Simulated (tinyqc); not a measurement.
G0W0 on RHF in the sto-3g basis, for H2F+, spin multiplicity 1, step by step (part 1 of 2). Computed by tinyqc, a small Python program that keeps every step (integrals from PySCF). Settings: charge = 1, multiplicity = 1, basis = sto-3g, method = RHF, energy threshold = 1e-10, iteration cap = 66, orthogonalisation = symmetric, start = Wolfsberg-Helmholz matrix, DIIS depth = 6. Command: `OMP_NUM_THREADS=1 python tinyqc.py 21239 21240 out.jsonl` (the two numbers bound the seeds that draw the settings). One thread of a shared host (Intel(R) Xeon(R) Processor @ 2.60GHz), about 0.09 s of CPU time with the checks. The early iterations of the SCF are left out here.

## One-electron integrals

Geometry (angstrom):
```
atom         x          y         z
F     0.000000   0.000000  0.000000
H     0.000000   0.830000  0.498000
H     0.000000  -0.830000  0.498000
```

Basis sto-3g: exponents (1/bohr^2) and contraction coefficients of normalised primitives:
```
element  l (shell)    exponent  coefficient
F            s (1)  166.679130     0.154329
F            s (1)   30.360812     0.535328
F            s (1)    8.216821     0.444635
F            s (2)    6.464803    -0.099967
F            s (2)    1.502281     0.399513
F            s (2)    0.488588     0.700115
F            p (3)    6.464803     0.155916
F            p (3)    1.502281     0.607684
F            p (3)    0.488588     0.391957
H            s (1)    3.425251     0.154329
H            s (1)    0.623914     0.535328
H            s (1)    0.168855     0.444635
```

Overlap, kinetic and nuclear-attraction integrals over the contracted functions; the nuclear repulsion is the sum of Za Zb / Rab.

nuclear repulsion = 10.15948370 hartree

overlap S, order 1F 1s, 1F 2s, 1F 2px, 1F 2py, 1F 2pz, 2H 1s, 3H 1s:
$$\begin{pmatrix}
1.000000 & 0.237990 & 0.000000 & 0.000000 & 0.000000 & 0.043818 & 0.043818 \\
0.237990 & 1.000000 & 0.000000 & 0.000000 & 0.000000 & 0.415419 & 0.415419 \\
0.000000 & 0.000000 & 1.000000 & 0.000000 & 0.000000 & 0.000000 & 0.000000 \\
0.000000 & 0.000000 & 0.000000 & 1.000000 & 0.000000 & 0.284077 & -0.284077 \\
0.000000 & 0.000000 & 0.000000 & 0.000000 & 1.000000 & 0.170446 & 0.170446 \\
0.043818 & 0.415419 & 0.000000 & 0.284077 & 0.170446 & 1.000000 & 0.203158 \\
0.043818 & 0.415419 & 0.000000 & -0.284077 & 0.170446 & 0.203158 & 1.000000
\end{pmatrix}$$

kinetic energy T (hartree), order 1F 1s, 1F 2s, 1F 2px, 1F 2py, 1F 2pz, 2H 1s, 3H 1s:
$$\begin{pmatrix}
36.984577 & -0.212858 & 0.000000 & 0.000000 & 0.000000 & -0.003114 & -0.003114 \\
-0.212858 & 1.037995 & 0.000000 & 0.000000 & 0.000000 & 0.102958 & 0.102958 \\
0.000000 & 0.000000 & 3.248015 & 0.000000 & 0.000000 & 0.000000 & 0.000000 \\
0.000000 & 0.000000 & 0.000000 & 3.248015 & 0.000000 & 0.202209 & -0.202209 \\
0.000000 & 0.000000 & 0.000000 & 0.000000 & 3.248015 & 0.121325 & 0.121325 \\
-0.003114 & 0.102958 & 0.000000 & 0.202209 & 0.121325 & 0.760032 & -0.000826 \\
-0.003114 & 0.102958 & 0.000000 & -0.202209 & 0.121325 & -0.000826 & 0.760032
\end{pmatrix}$$

nuclear attraction V (hartree), order 1F 1s, 1F 2s, 1F 2px, 1F 2py, 1F 2pz, 2H 1s, 3H 1s:
$$\begin{pmatrix}
-78.102991 & -9.437030 & 0.000000 & 0.000000 & -0.013906 & -1.787185 & -1.787185 \\
-9.437030 & -12.628821 & 0.000000 & 0.000000 & -0.168358 & -4.025201 & -4.025201 \\
0.000000 & 0.000000 & -12.467131 & 0.000000 & 0.000000 & 0.000000 & 0.000000 \\
0.000000 & 0.000000 & 0.000000 & -12.618024 & 0.000000 & -2.397374 & 2.397374 \\
-0.013906 & -0.168358 & 0.000000 & 0.000000 & -12.521453 & -1.486097 & -1.486097 \\
-1.787185 & -4.025201 & 0.000000 & -2.397374 & -1.486097 & -6.293607 & -1.457874 \\
-1.787185 & -4.025201 & 0.000000 & 2.397374 & -1.486097 & -1.457874 & -6.293607
\end{pmatrix}$$

core Hamiltonian H = T + V (hartree), order 1F 1s, 1F 2s, 1F 2px, 1F 2py, 1F 2pz, 2H 1s, 3H 1s:
$$\begin{pmatrix}
-41.118414 & -9.649887 & 0.000000 & 0.000000 & -0.013906 & -1.790299 & -1.790299 \\
-9.649887 & -11.590826 & 0.000000 & 0.000000 & -0.168358 & -3.922242 & -3.922242 \\
0.000000 & 0.000000 & -9.219116 & 0.000000 & 0.000000 & 0.000000 & 0.000000 \\
0.000000 & 0.000000 & 0.000000 & -9.370010 & 0.000000 & -2.195165 & 2.195165 \\
-0.013906 & -0.168358 & 0.000000 & 0.000000 & -9.273438 & -1.364772 & -1.364772 \\
-1.790299 & -3.922242 & 0.000000 & -2.195165 & -1.364772 & -5.533575 & -1.458700 \\
-1.790299 & -3.922242 & 0.000000 & 2.195165 & -1.364772 & -1.458700 & -5.533575
\end{pmatrix}$$

## Two-electron integrals

Functions are numbered as in S; the eight-fold symmetry (ij|kl) = (ji|kl) = (kl|ij) leaves the list below.

Two-electron integrals (ij|kl) in chemists' order, unique and non-zero (hartree):
```
(11|11) 5.403501    (21|11) 0.841920    (21|21) 0.156299    (22|11) 1.268028
(22|21) 0.292344    (22|22) 0.926167    (31|31) 0.027998    (32|31) 0.043169
(32|32) 0.204588    (33|11) 1.264502    (33|21) 0.292403    (33|22) 0.925959
(33|33) 0.997514    (41|41) 0.027998    (42|41) 0.043169    (42|42) 0.204588
(43|43) 0.053770    (44|11) 1.264502    (44|21) 0.292403    (44|22) 0.925959
(44|33) 0.889973    (44|44) 0.997514    (51|51) 0.027998    (52|51) 0.043169
(52|52) 0.204588    (53|53) 0.053770    (54|54) 0.053770    (55|11) 1.264502
(55|21) 0.292403    (55|22) 0.925959    (55|33) 0.889973    (55|44) 0.889973
(55|55) 0.997514    (61|11) 0.157457    (61|21) 0.028973    (61|22) 0.053811
(61|33) 0.053730    (61|41) 0.001019    (61|42) 0.001905    (61|44) 0.053915
(61|51) 0.000611    (61|52) 0.001143    (61|54) 0.000111    (61|55) 0.053797
(61|61) 0.005426    (62|11) 0.386051    (62|21) 0.090145    (62|22) 0.317157
(62|33) 0.312606    (62|41) 0.005254    (62|42) 0.040461    (62|44) 0.322422
(62|51) 0.003152    (62|52) 0.024277    (62|54) 0.005890    (62|55) 0.316139
(62|61) 0.016938    (62|62) 0.132021    (63|31) 0.009589    (63|32) 0.056240
(63|43) 0.008585    (63|53) 0.005151    (63|63) 0.019885    (64|11) 0.220540
(64|21) 0.052174    (64|22) 0.196543    (64|33) 0.188051    (64|41) 0.012256
(64|42) 0.080131    (64|44) 0.211166    (64|51) 0.001600    (64|52) 0.014335
(64|54) 0.008718    (64|55) 0.190191    (64|61) 0.010229    (64|62) 0.100276
(64|64) 0.095485    (65|11) 0.132324    (65|21) 0.031304    (65|22) 0.117926
(65|33) 0.112831    (65|41) 0.001600    (65|42) 0.014335    (65|44) 0.116397
(65|51) 0.010549    (65|52) 0.064841    (65|54) 0.010725    (65|55) 0.124417
(65|61) 0.006138    (65|62) 0.060166    (65|64) 0.045360    (65|65) 0.047101
(66|11) 0.527094    (66|21) 0.125106    (66|22) 0.506668    (66|33) 0.489016
(66|41) 0.009476    (66|42) 0.101799    (66|44) 0.527517    (66|51) 0.005685
(66|52) 0.061079    (66|54) 0.023100    (66|55) 0.502876    (66|61) 0.023676
(66|62) 0.266035    (66|64) 0.234707    (66|65) 0.140824    (66|66) 0.774606
(71|11) 0.157457    (71|21) 0.028973    (71|22) 0.053811    (71|33) 0.053730
(71|41) -0.001019   (71|42) -0.001905   (71|44) 0.053915    (71|51) 0.000611
(71|52) 0.001143    (71|54) -0.000111   (71|55) 0.053797    (71|61) 0.005348
(71|62) 0.016436    (71|64) 0.009095    (71|65) 0.005961    (71|66) 0.022740
(71|71) 0.005426    (72|11) 0.386051    (72|21) 0.090145    (72|22) 0.317157
(72|33) 0.312606    (72|41) -0.005254   (72|42) -0.040461   (72|44) 0.322422
(72|51) 0.003152    (72|52) 0.024277    (72|54) -0.005890   (72|55) 0.316139
(72|61) 0.016436    (72|62) 0.107580    (72|64) 0.056109    (72|65) 0.047521
(72|66) 0.177166    (72|71) 0.016938    (72|72) 0.132021    (73|31) 0.009589
(73|32) 0.056240    (73|43) -0.008585   (73|53) 0.005151    (73|63) 0.015662
(73|73) 0.019885    (74|11) -0.220540   (74|21) -0.052174   (74|22) -0.196543
(74|33) -0.188051   (74|41) 0.012256    (74|42) 0.080131    (74|44) -0.211166
(74|51) -0.001600   (74|52) -0.014335   (74|54) 0.008718    (74|55) -0.190191
(74|61) -0.009095   (74|62) -0.056109   (74|64) -0.013979   (74|65) -0.024256
(74|66) -0.082459   (74|71) -0.010229   (74|72) -0.100276   (74|74) 0.095485
(75|11) 0.132324    (75|21) 0.031304    (75|22) 0.117926    (75|33) 0.112831
(75|41) -0.001600   (75|42) -0.014335   (75|44) 0.116397    (75|51) 0.010549
(75|52) 0.064841    (75|54) -0.010725   (75|55) 0.124417    (75|61) 0.005961
(75|62) 0.047521    (75|64) 0.024256    (75|65) 0.036391    (75|66) 0.086499
(75|71) 0.006138    (75|72) 0.060166    (75|74) -0.045360   (75|75) 0.047101
(76|11) 0.133771    (76|21) 0.031526    (76|22) 0.120597    (76|33) 0.118501
(76|44) 0.120999    (76|51) 0.001776    (76|52) 0.016399    (76|55) 0.122163
(76|61) 0.005855    (76|62) 0.049462    (76|64) 0.032739    (76|65) 0.025714
(76|66) 0.104171    (76|71) 0.005855    (76|72) 0.049462    (76|74) -0.032739
(76|75) 0.025714    (76|76) 0.022643    (77|11) 0.527094    (77|21) 0.125106
(77|22) 0.506668    (77|33) 0.489016    (77|41) -0.009476   (77|42) -0.101799
(77|44) 0.527517    (77|51) 0.005685    (77|52) 0.061079    (77|54) -0.023100
(77|55) 0.502876    (77|61) 0.022740    (77|62) 0.177166    (77|64) 0.082459
(77|65) 0.086499    (77|66) 0.315127    (77|71) 0.023676    (77|72) 0.266035
(77|74) -0.234707   (77|75) 0.140824    (77|76) 0.104171    (77|77) 0.774606
```

## Orthogonalisation

S = U s U^T; symmetric (Loewdin) form X = U s^(-1/2) U^T, so that X^T S X = 1.

eigenvalues of S: [0.427921, 0.484032, 0.906172, 1.000000, 1.077450, 1.312810, 1.791615]

X, order 1F 1s, 1F 2s, 1F 2px, 1F 2py, 1F 2pz, 2H 1s, 3H 1s:
$$\begin{pmatrix}
1.023989 & -0.138916 & 0.000000 & 0.000000 & -0.006197 & 0.019144 & 0.019144 \\
-0.138916 & 1.178320 & 0.000000 & 0.000000 & 0.062668 & -0.237614 & -0.237614 \\
0.000000 & 0.000000 & 1.000000 & 0.000000 & 0.000000 & 0.000000 & 0.000000 \\
0.000000 & 0.000000 & 0.000000 & 1.085862 & 0.000000 & -0.193520 & 0.193520 \\
-0.006197 & 0.062668 & 0.000000 & 0.000000 & 1.025152 & -0.095718 & -0.095718 \\
0.019144 & -0.237614 & 0.000000 & -0.193520 & -0.095718 & 1.143233 & -0.081025 \\
0.019144 & -0.237614 & 0.000000 & 0.193520 & -0.095718 & -0.081025 & 1.143233
\end{pmatrix}$$

## Starting guess

The start is the generalised Wolfsberg-Helmholz matrix (K = 1.75) built on H; D = 2 C_occ C_occ^T.

D at the start, order 1F 1s, 1F 2s, 1F 2px, 1F 2py, 1F 2pz, 2H 1s, 3H 1s:
$$\begin{pmatrix}
2.066925 & -0.273767 & 0.000000 & 0.000000 & 0.079366 & -0.136017 & -0.136017 \\
-0.273767 & 1.235969 & 0.000000 & 0.000000 & -0.288738 & 0.355462 & 0.355462 \\
0.000000 & 0.000000 & 2.000000 & 0.000000 & 0.000000 & 0.000000 & 0.000000 \\
0.000000 & 0.000000 & 0.000000 & 1.508129 & 0.000000 & 0.330987 & -0.330987 \\
0.079366 & -0.288738 & 0.000000 & 0.000000 & 1.907950 & 0.091753 & 0.091753 \\
-0.136017 & 0.355462 & 0.000000 & 0.330987 & 0.091753 & 0.193192 & 0.047910 \\
-0.136017 & 0.355462 & 0.000000 & -0.330987 & 0.091753 & 0.047910 & 0.193192
\end{pmatrix}$$

## Iteration 7 (converged): orbitals

converged F (hartree), order 1F 1s, 1F 2s, 1F 2px, 1F 2py, 1F 2pz, 2H 1s, 3H 1s:
$$\begin{pmatrix}
-26.615258 & -6.789022 & 0.000000 & 0.000000 & -0.023049 & -1.268711 & -1.268711 \\
-6.789022 & -3.649831 & 0.000000 & 0.000000 & -0.118487 & -1.277695 & -1.277695 \\
0.000000 & 0.000000 & -1.048025 & 0.000000 & 0.000000 & 0.000000 & 0.000000 \\
0.000000 & 0.000000 & 0.000000 & -1.018533 & 0.000000 & -0.569104 & 0.569104 \\
-0.023049 & -0.118487 & 0.000000 & 0.000000 & -1.028283 & -0.399124 & -0.399124 \\
-1.268711 & -1.277695 & 0.000000 & -0.569104 & -0.399124 & -0.896459 & -0.403372 \\
-1.268711 & -1.277695 & 0.000000 & 0.569104 & -0.399124 & -0.403372 & -0.896459
\end{pmatrix}$$

Diagonalise F' = X^T F X, C = X C', fill 5 alpha and 5 beta electrons from the bottom; D = 2 C_occ C_occ^T. Each column has its largest component positive (the first on a tie).

F' = X^T F X (hartree):
$$\begin{pmatrix}
-26.133109 & -3.446520 & 0.000000 & 0.000000 & -0.040998 & -0.175479 & -0.175479 \\
-3.446520 & -2.239330 & 0.000000 & 0.000000 & 0.038784 & -0.524967 & -0.524967 \\
0.000000 & 0.000000 & -1.048025 & 0.000000 & 0.000000 & 0.000000 & 0.000000 \\
0.000000 & 0.000000 & 0.000000 & -0.759523 & 0.000000 & -0.468327 & 0.468327 \\
-0.040998 & 0.038784 & 0.000000 & 0.000000 & -0.945189 & -0.270570 & -0.270570 \\
-0.175479 & -0.524967 & 0.000000 & -0.468327 & -0.270570 & -0.365549 & -0.089545 \\
-0.175479 & -0.524967 & 0.000000 & 0.468327 & -0.270570 & -0.089545 & -0.365549
\end{pmatrix}$$

orbital energies (hartree): MO1 -26.625050, MO2 -2.069272, MO3 -1.222822, MO4 -1.077506, MO5 -1.048025, MO6 -0.000894, MO7 0.187295

coefficients C, order 1F 1s, 1F 2s, 1F 2px, 1F 2py, 1F 2pz, 2H 1s, 3H 1s:
$$\begin{pmatrix}
0.994622 & -0.249153 & 0.000000 & 0.065172 & 0.000000 & 0.114126 & 0.000000 \\
0.023420 & 0.938234 & 0.000000 & -0.328569 & 0.000000 & -0.731979 & 0.000000 \\
0.000000 & 0.000000 & 0.000000 & 0.000000 & 1.000000 & 0.000000 & 0.000000 \\
0.000000 & 0.000000 & 0.732904 & 0.000000 & 0.000000 & 0.000000 & 0.846669 \\
0.002454 & 0.109056 & 0.000000 & 0.893337 & 0.000000 & -0.513104 & 0.000000 \\
-0.004482 & 0.087246 & 0.337631 & 0.188896 & 0.000000 & 0.766041 & -0.820280 \\
-0.004482 & 0.087246 & -0.337631 & 0.188896 & 0.000000 & 0.766041 & 0.820280
\end{pmatrix}$$

D after iteration 7, order 1F 1s, 1F 2s, 1F 2px, 1F 2py, 1F 2pz, 2H 1s, 3H 1s:
$$\begin{pmatrix}
2.111195 & -0.463767 & 0.000000 & 0.000000 & 0.066978 & -0.027770 & -0.027770 \\
-0.463767 & 1.977579 & 0.000000 & 0.000000 & -0.382290 & 0.039373 & 0.039373 \\
0.000000 & 0.000000 & 2.000000 & 0.000000 & 0.000000 & 0.000000 & 0.000000 \\
0.000000 & 0.000000 & 0.000000 & 1.074295 & 0.000000 & 0.494902 & -0.494902 \\
0.066978 & -0.382290 & 0.000000 & 0.000000 & 1.619901 & 0.356503 & 0.356503 \\
-0.027770 & 0.039373 & 0.000000 & 0.494902 & 0.356503 & 0.314616 & -0.141362 \\
-0.027770 & 0.039373 & 0.000000 & -0.494902 & 0.356503 & -0.141362 & 0.314616
\end{pmatrix}$$

## Convergence

Stop when the energy changes by less than 1e-10 hartree and every element of the error matrix X^T (F D S - S D F) X is below 3e-06.

Course of the cycle:
```
iteration   E (hartree)     change  largest element of the error matrix
1          -98.61488558          -                             5.08e-01
2          -98.84534683  -2.30e-01                             1.06e-01
3          -98.86247397  -1.71e-02                             2.15e-02
4          -98.86308876  -6.15e-04                             3.60e-03
5          -98.86311720  -2.84e-05                             1.06e-03
6          -98.86312021  -3.00e-06                             2.04e-06
7          -98.86312021  -9.08e-12                             2.39e-08
```

PySCF RHF in the same basis = -98.86312021 hartree

Converged in 7 iterations.

## Populations, bond orders and dipole

Mulliken: Z minus the diagonal of D S on the atom; Loewdin: the same with S^(1/2) D S^(1/2); Mayer order: 2 sum_s sum (D(s) S)_ij (D(s) S)_ji over the two atoms.

Charges (e):
```
atom  Mulliken   Loewdin
1F    0.004784  0.173968
2H    0.497608  0.413016
3H    0.497608  0.413016
```

Mayer bond orders:
```
pair     order
2-1   0.732185
3-1   0.732185
3-2   0.020201
```

dipole moment about the origin, x y z (debye): [0.000000, 0.000000, 2.762806]

## Integrals over molecular orbitals

(pq|rs) = sum C_ip C_jq C_kr C_ls (ij|kl), one index at a time.

one-electron integrals over orbitals h = C^T H C (hartree):
$$\begin{pmatrix}
-41.100054 & 0.689820 & 0.000000 & -0.169786 & 0.000000 & -0.304069 & 0.000000 \\
0.689820 & -9.675100 & 0.000000 & 0.308582 & 0.000000 & 1.417878 & 0.000000 \\
0.000000 & 0.000000 & -8.134889 & 0.000000 & 0.000000 & 0.000000 & -2.172877 \\
-0.169786 & 0.308582 & 0.000000 & -8.850769 & 0.000000 & 1.236347 & 0.000000 \\
0.000000 & 0.000000 & 0.000000 & 0.000000 & -9.219116 & 0.000000 & 0.000000 \\
-0.304069 & 1.417878 & 0.000000 & 1.236347 & 0.000000 & -5.589405 & 0.000000 \\
0.000000 & 0.000000 & -2.172877 & 0.000000 & 0.000000 & 0.000000 & -6.102292
\end{pmatrix}$$

Two-electron integrals over orbitals (pq|rs), unique and non-zero (hartree):
```
(11|11) 5.361661    (21|11) -0.501531   (21|21) 0.074559    (22|11) 1.200143
(22|21) -0.018989   (22|22) 0.857672    (31|31) 0.017037    (32|31) 0.025606
(32|32) 0.160300    (33|11) 0.986906    (33|21) -0.007948   (33|22) 0.759764
(33|33) 0.741007    (41|11) 0.130294    (41|21) -0.016254   (41|22) 0.014295
(41|33) 0.004918    (41|41) 0.029103    (42|11) -0.085206   (42|21) 0.008058
(42|22) 0.008782    (42|33) -0.003861   (42|41) 0.030900    (42|42) 0.160840
(43|31) -0.003645   (43|32) 0.005588    (43|43) 0.046967    (44|11) 1.180781
(44|21) -0.014881   (44|22) 0.823616    (44|33) 0.721530    (44|41) -0.011434
(44|42) -0.090377   (44|44) 0.918892    (51|51) 0.029627    (52|51) 0.039016
(52|52) 0.180608    (53|53) 0.038343    (54|51) -0.009519   (54|52) -0.034008
(54|54) 0.055792    (55|11) 1.264004    (55|21) -0.014059   (55|22) 0.878708
(55|33) 0.748654    (55|41) 0.003698    (55|42) -0.046764   (55|44) 0.847608
(55|55) 0.997514    (61|11) 0.230545    (61|21) -0.035977   (61|22) 0.004900
(61|33) 0.002734    (61|41) -0.003818   (61|42) -0.018170   (61|44) 0.013646
(61|55) 0.006303    (61|61) 0.022696    (62|11) -0.303983   (62|21) 0.008062
(62|22) -0.148853   (62|33) -0.091501   (62|41) -0.016905   (62|42) -0.037386
(62|44) -0.114157   (62|55) -0.157095   (62|61) 0.002912    (62|62) 0.078530
(63|31) -0.004018   (63|32) 0.029248    (63|43) 0.016766    (63|63) 0.069643
(64|11) -0.237975   (64|21) 0.002631    (64|22) -0.125306   (64|33) -0.073953
(64|41) -0.007479   (64|42) -0.001247   (64|44) -0.134369   (64|55) -0.128507
(64|61) 0.001841    (64|62) 0.059877    (64|64) 0.061942    (65|51) -0.014922
(65|52) -0.056473   (65|54) -0.005066   (65|65) 0.027758    (66|11) 0.698575
(66|21) -0.005566   (66|22) 0.576823    (66|33) 0.560226    (66|41) 0.016442
(66|42) 0.067791    (66|44) 0.537613    (66|55) 0.551302    (66|61) -0.004211
(66|62) -0.052449   (66|64) -0.027924   (66|66) 0.545394    (71|31) 0.017576
(71|32) 0.025143    (71|43) -0.003880   (71|63) -0.003807   (71|71) 0.018156
(72|31) 0.017363    (72|32) 0.062278    (72|43) -0.023373   (72|63) -0.028698
(72|71) 0.017164    (72|72) 0.056029    (73|11) 0.427401    (73|21) -0.008671
(73|22) 0.202214    (73|33) 0.160601    (73|41) -0.001254   (73|42) -0.055908
(73|44) 0.207053    (73|55) 0.228428    (73|61) 0.005598    (73|62) -0.075389
(73|64) -0.074441   (73|66) 0.020241    (73|73) 0.159257    (74|31) -0.007704
(74|32) -0.056052   (74|43) 0.012451    (74|63) -0.038497   (74|71) -0.007911
(74|72) -0.011975   (74|74) 0.046604    (75|53) 0.025613    (75|75) 0.020379
(76|31) -0.010743   (76|32) -0.100932   (76|43) -0.041991   (76|63) -0.084223
(76|71) -0.010874   (76|72) 0.006131    (76|74) 0.056362    (76|76) 0.159940
(77|11) 0.822795    (77|21) -0.008298   (77|22) 0.625537    (77|33) 0.626733
(77|41) 0.003214    (77|42) 0.005865    (77|44) 0.605767    (77|55) 0.614175
(77|61) 0.003243    (77|62) -0.049932   (77|64) -0.030643   (77|66) 0.542167
(77|73) 0.077296    (77|77) 0.587773
```
